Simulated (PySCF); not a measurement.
Breaking a bond: SMILES C. The C1–H5 bond (C1 also carries H, H, H; H5 carries nothing else) is varied alone, starting from the PBE0/def2-TZVP optimised geometry.

- UKS-CAM-B3LYP = unrestricted CAM-B3LYP/6-31G run with PySCF
- RKS-BHandHLYP = restricted BHandHLYP/6-31G (PySCF)
- RHF/6-31G (PySCF)

Magnitude of the dipole moment (D; its direction can reverse along the curve, and a method can change to another solution) and Mulliken charge of the fragment that holds C1:

```
R / Å  μ UKS-CAM-B3LYP  q UKS-CAM-B3LYP  μ RKS-BHandHLYP  q RKS-BHandHLYP  μ RHF  q RHF
-----  ---------------  ---------------  ---------------  ---------------  -----  -----
0.88              0.10            -0.15             0.10            -0.16   0.12  -0.16
0.92              0.09            -0.15             0.09            -0.16   0.11  -0.16
0.97              0.07            -0.15             0.07            -0.16   0.08  -0.16
1.04              0.03            -0.15             0.03            -0.16   0.04  -0.16
1.09              0.00            -0.14             0.00            -0.15   0.00  -0.16
1.13              0.03            -0.14             0.03            -0.15   0.04  -0.15
1.15              0.05            -0.14             0.05            -0.14   0.06  -0.15
1.21              0.10            -0.12             0.11            -0.13   0.12  -0.13
1.27              0.16            -0.11             0.17            -0.12   0.19  -0.12
1.36              0.26            -0.09             0.27            -0.10   0.31  -0.10
1.46              0.38            -0.07             0.40            -0.07   0.47  -0.07
1.63              0.60            -0.03             0.65            -0.03   0.75  -0.02
1.78              0.81             0.00             0.87             0.00   1.03   0.02
1.96              1.03             0.03             1.14             0.03   1.38   0.06
2.16              1.08             0.03             1.43             0.06   1.77   0.09
2.38              1.06             0.03             1.73             0.08   2.20   0.12
2.64              0.97             0.02             2.04             0.10   2.67   0.15
2.93              0.87             0.01             2.34             0.11   3.15   0.16
3.26              0.80             0.00             2.61             0.11   3.61   0.18
3.78              0.75             0.00             2.91             0.11   4.17   0.18
```

The unrestricted determinant behind UKS-CAM-B3LYP is spin-contaminated at 1.96 to 3.78 Å (<S²> up to 1.0, against 0.00 for a pure singlet). At the longest distance RKS-BHandHLYP leaves fractional charges on the fragments, a sign of delocalisation error or of the restricted form. The restricted form behind RKS-BHandHLYP, RHF keeps the bonding electrons paired and can't separate into open-shell fragments.
